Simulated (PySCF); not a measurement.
**SiH2OF (SMILES O[SiH]F): UMP2/STO-3G**

What is the energy change on altering one bond length of SiH2OF at UMP2/STO-3G? Input form: a Python script.

Program for the calculation: PySCF 2.14.0.

12 further runs of the same task are left out: 1 that didn't finish, 11 set aside as unsound or not needed.

## (1) The molecule

SiH2OF: 5 atoms, total charge 0, spin state doublet. SMILES: `O[SiH]F`. The shape is that of a PBE0-D4/def2-TZVP optimisation. This is one conformer, not always the lowest.

Bond lengths: O1–Si2 1.636 Å, Si2–F3 1.603 Å, O1–H4 0.959 Å, Si2–H5 1.490 Å. Angles: O1–Si2–F3 110.5°, O1–Si2–H5 105.3°, F3–Si2–H5 107.6°, Si2–O1–H4 119.2°.

## (2) The energy at UMP2/STO-3G

Input file job.py:

```python
# O[SiH]F
from pyscf import gto, scf, mp

mol = gto.Mole()
mol.atom = '''
O     -0.615200    -0.884600    -0.276300
Si     0.283900     0.245700     0.493100
F      0.207000     1.646500    -0.283100
H     -1.564500    -0.765100    -0.338000
H      1.688800    -0.242600     0.404400
'''
mol.max_memory = 1860
mol.spin = 1
mol.verbose = 4
mol.charge = 0
mol.basis = 'sto-3g'
mol.build()

mf = scf.UHF(mol)
mf.conv_tol = 1e-10
mf.kernel()
if not mf.converged:
    mf = mf.newton().run(mf.mo_coeff, mf.mo_occ)

pt = mp.MP2(mf, frozen=7).run()
e_tot = pt.e_tot
print(f'total energy: {e_tot:.8f} hartree')
```

Run with:

```sh
$ OMP_NUM_THREADS=1 python job.py
```

Log:

```text
PySCF version 2.14.0

[INPUT] num. atoms = 5
[INPUT] num. electrons = 33
[INPUT] charge = 0
[INPUT] spin (= nelec alpha-beta = 2S) = 1
[INPUT] symmetry False subgroup None
[INPUT] Mole.unit = angstrom
[INPUT] Symbol           X                Y                Z      unit          X                Y                Z       unit  Magmom
[INPUT]  1 O     -0.615200000000  -0.884600000000  -0.276300000000 AA   -1.162559511832  -1.671651729790  -0.522131328217 Bohr   0.0
[INPUT]  2 Si     0.283900000000   0.245700000000   0.493100000000 AA    0.536493246764   0.464305708806   0.931823952023 Bohr   0.0
[INPUT]  3 F      0.207000000000   1.646500000000  -0.283100000000 AA    0.391173307785   3.111434064096  -0.534981465864 Bohr   0.0
[INPUT]  4 H     -1.564500000000  -0.765100000000  -0.338000000000 AA   -2.956476521882  -1.445829457905  -0.638727430103 Bohr   0.0
[INPUT]  5 H      1.688800000000  -0.242600000000   0.404400000000 AA    3.191369479165  -0.458447557819   0.764205244774 Bohr   0.0

nuclear repulsion = 110.136766961303
number of shells = 13
number of NR pGTOs = 63
number of NR cGTOs = 21
basis = sto-3g
ecp = {}

******** <class 'pyscf.scf.uhf.UHF'> ********
method = UHF
initial guess = minao
damping factor = 0
level_shift factor = 0
DIIS = <class 'pyscf.scf.diis.CDIIS'>
diis_start_cycle = 1
diis_space = 8
diis_damp = 0
SCF conv_tol = 1e-10
SCF conv_tol_grad = None
SCF max_cycles = 50
direct_scf = True
direct_scf_tol = 1e-13
number electrons alpha = 17  beta = 16
Set gradient conv threshold to 1e-05
init E= -458.507345089473
[... the frontier-level lines of each cycle are left out ...]

cycle= 1 E= -458.509443153568  delta_E= -0.0021  |g|= 0.334  |ddm|= 1.94
cycle= 2 E= -458.607079828591  delta_E= -0.0976  |g|= 0.0827  |ddm|= 0.655
cycle= 3 E= -458.61356549042  delta_E= -0.00649  |g|= 0.0256  |ddm|= 0.147
cycle= 4 E= -458.614810764727  delta_E= -0.00125  |g|= 0.00817  |ddm|= 0.0861
cycle= 5 E= -458.614961030034  delta_E= -0.00015  |g|= 0.00411  |ddm|= 0.0267
cycle= 6 E= -458.615009733457  delta_E= -4.87e-05  |g|= 0.00165  |ddm|= 0.0181
cycle= 7 E= -458.615017862839  delta_E= -8.13e-06  |g|= 0.000551  |ddm|= 0.00823
cycle= 8 E= -458.615018731549  delta_E= -8.69e-07  |g|= 0.000119  |ddm|= 0.003
cycle= 9 E= -458.615018766244  delta_E= -3.47e-08  |g|= 2.7e-05  |ddm|= 0.000606
cycle= 10 E= -458.615018767682  delta_E= -1.44e-09  |g|= 1.17e-05  |ddm|= 9.05e-05
cycle= 11 E= -458.615018768006  delta_E= -3.24e-10  |g|= 3.75e-06  |ddm|= 4.62e-05
cycle= 12 E= -458.615018768043  delta_E= -3.67e-11  |g|= 9.13e-07  |ddm|= 1.77e-05
Extra cycle  E= -458.615018768043  delta_E= -5.68e-13  |g|= 5.54e-07  |ddm|= 1.94e-06
converged SCF energy = -458.615018768043  <S^2> = 0.75467921  2S+1 = 2.0046738

******** <class 'pyscf.mp.ump2.UMP2'> ********
nocc = (np.int64(10), np.int64(9)), nmo = (14, 14)
frozen orbitals 7
E(UMP2) = -458.693481812436  E_corr = -0.0784630443930454
E(SCS-UMP2) = -458.698360716999  E_corr = -0.0833419489554472
E_corr(same-spin) = -0.0124773511340854
E_corr(oppo-spin) = -0.06598569325896
total energy: -458.69348181 hartree
```

Wall time 0.76 s (1 thread of Arm Neoverse V1, shared host); peak memory 0.12 GiB.

## (3) The distorted shape at the same level

Input file input.py:

```python
from pyscf import gto, scf, mp

system = gto.M(
    atom='''
O       -1.317674      -0.640442      -0.231948
Si      -0.418574       0.489858       0.537452
F       -0.495474       1.890658      -0.238748
H       -2.266974      -0.520942      -0.293648
H        1.688800      -0.242600       0.404400
''',
    basis='sto-3g',
    verbose=4,
    spin=1,
    max_memory=1860,
)

mf = scf.UHF(system)
mf.conv_tol = 1e-10
mf.kernel()
if not mf.converged:
    mf = mf.newton().run(mf.mo_coeff, mf.mo_occ)

pt = mp.MP2(mf, frozen=7).run()
energy = pt.e_tot
print('E(%s) = %.9f' % ('MP2', energy))
```

Run with:

```sh
$ OMP_NUM_THREADS=1 python input.py
```

Log:

```text
PySCF version 2.14.0

[INPUT] num. atoms = 5
[INPUT] num. electrons = 33
[INPUT] charge = 0
[INPUT] spin (= nelec alpha-beta = 2S) = 1
[INPUT] symmetry False subgroup None
[INPUT] Mole.unit = angstrom
[INPUT] Symbol           X                Y                Z      unit          X                Y                Z       unit  Magmom
[INPUT]  1 O     -1.317674000000  -0.640442000000  -0.231948000000 AA   -2.490042981460  -1.210259978669  -0.438318195141 Bohr   0.0
[INPUT]  2 Si    -0.418574000000   0.489858000000   0.537452000000 AA   -0.790990222864   0.925697459927   1.015637085100 Bohr   0.0
[INPUT]  3 F     -0.495474000000   1.890658000000  -0.238748000000 AA   -0.936310161843   3.572825815218  -0.451168332788 Bohr   0.0
[INPUT]  4 H     -2.266974000000  -0.520942000000  -0.293648000000 AA   -4.283959991510  -0.984437706783  -0.554914297026 Bohr   0.0
[INPUT]  5 H      1.688800000000  -0.242600000000   0.404400000000 AA    3.191369479165  -0.458447557819   0.764205244774 Bohr   0.0

nuclear repulsion = 107.737251826269
number of shells = 13
number of NR pGTOs = 63
number of NR cGTOs = 21
basis = sto-3g
ecp = {}

******** <class 'pyscf.scf.uhf.UHF'> ********
method = UHF
initial guess = minao
damping factor = 0
level_shift factor = 0
DIIS = <class 'pyscf.scf.diis.CDIIS'>
diis_start_cycle = 1
diis_space = 8
diis_damp = 0
SCF conv_tol = 1e-10
SCF conv_tol_grad = None
SCF max_cycles = 50
direct_scf = True
direct_scf_tol = 1e-13
number electrons alpha = 17  beta = 16
Set gradient conv threshold to 1e-05
init E= -458.271232984193
[... the frontier-level lines of each cycle are left out ...]

cycle= 1 E= -458.381776493805  delta_E= -0.111  |g|= 0.347  |ddm|=  1.9
cycle= 2 E= -458.49531602936  delta_E= -0.114  |g|= 0.111  |ddm|= 0.721
cycle= 3 E= -458.510569265223  delta_E= -0.0153  |g|= 0.0502  |ddm|= 0.197
cycle= 4 E= -458.518853536644  delta_E= -0.00828  |g|= 0.0228  |ddm|= 0.205
cycle= 5 E= -458.520666680863  delta_E= -0.00181  |g|= 0.0063  |ddm|= 0.118
cycle= 6 E= -458.520764964121  delta_E= -9.83e-05  |g|= 0.00177  |ddm|= 0.0269
cycle= 7 E= -458.520774372986  delta_E= -9.41e-06  |g|= 0.000784  |ddm|= 0.00752
cycle= 8 E= -458.520777031326  delta_E= -2.66e-06  |g|= 0.000315  |ddm|= 0.00497
cycle= 9 E= -458.520777556914  delta_E= -5.26e-07  |g|= 0.00014  |ddm|= 0.0025
cycle= 10 E= -458.520777658468  delta_E= -1.02e-07  |g|= 5.74e-05  |ddm|= 0.00118
cycle= 11 E= -458.52077767396  delta_E= -1.55e-08  |g|= 2.13e-05  |ddm|= 0.000492
cycle= 12 E= -458.520777675962  delta_E= -2e-09  |g|= 6.95e-06  |ddm|= 0.000182
cycle= 13 E= -458.520777676123  delta_E= -1.61e-10  |g|= 2.46e-06  |ddm|= 4e-05
cycle= 14 E= -458.520777676146  delta_E= -2.3e-11  |g|= 7.88e-07  |ddm|= 1.62e-05
Extra cycle  E= -458.520777676147  delta_E= -9.09e-13  |g|= 5.02e-07  |ddm|= 1.93e-06
converged SCF energy = -458.520777676147  <S^2> = 0.94291199  2S+1 = 2.1844102

******** <class 'pyscf.mp.ump2.UMP2'> ********
nocc = (np.int64(10), np.int64(9)), nmo = (14, 14)
frozen orbitals 7
E(UMP2) = -458.60144789336  E_corr = -0.0806702172129922
E(SCS-UMP2) = -458.604156749134  E_corr = -0.0833790729866626
E_corr(same-spin) = -0.0154906011564554
E_corr(oppo-spin) = -0.0651796160565368
E(MP2) = -458.601447893
```

Wall time 0.76 s (1 thread of Arm Neoverse V1, shared host); peak memory 0.12 GiB.

## (4) Summary of results

At UMP2/STO-3G, 7 core orbitals frozen:

| quantity | value |
| --- | --- |
| first shape: total energy | -458.69348 Eh |
| first shape: dipole moment (Hartree–Fock density) | 1.82 D |
| first shape: HOMO energy (Hartree–Fock orbitals) (highest over α and β) | -6.08 eV |
| first shape: LUMO energy (Hartree–Fock orbitals) (lowest over α and β) | 6.02 eV |
| first shape: correlation energy (7 core orbitals frozen) | -78.5 mEh |
| first shape: ⟨S²⟩ of the reference determinant | 0.755 |
| distorted shape: total energy | -458.60145 Eh |
| distorted shape: dipole moment (Hartree–Fock density) | 1.61 D |
| distorted shape: HOMO energy (Hartree–Fock orbitals) (highest over α and β) | -6.26 eV |
| distorted shape: LUMO energy (Hartree–Fock orbitals) (lowest over α and β) | 5.84 eV |
| distorted shape: correlation energy (7 core orbitals frozen) | -80.7 mEh |
| distorted shape: ⟨S²⟩ of the reference determinant | 0.943 |
| energy change with the Si2–H5 bond stretched from 1.490 to 2.235 Å | 2.504 eV |

In words: With the Si2–H5 bond stretched from 1.490 to 2.235 Å the energy rises by 2.50 eV (242 kJ/mol). The first shape isn't relaxed at this level, so the change isn't measured from a minimum. The minimal basis adds a large error of its own. Mulliken charges (first shape) of the mean-field density run from -0.49 on O1 to +0.83 on Si2. ⟨S²⟩ (distorted shape) is 0.94 where a pure doublet has 0.75: the reference is spin-contaminated.
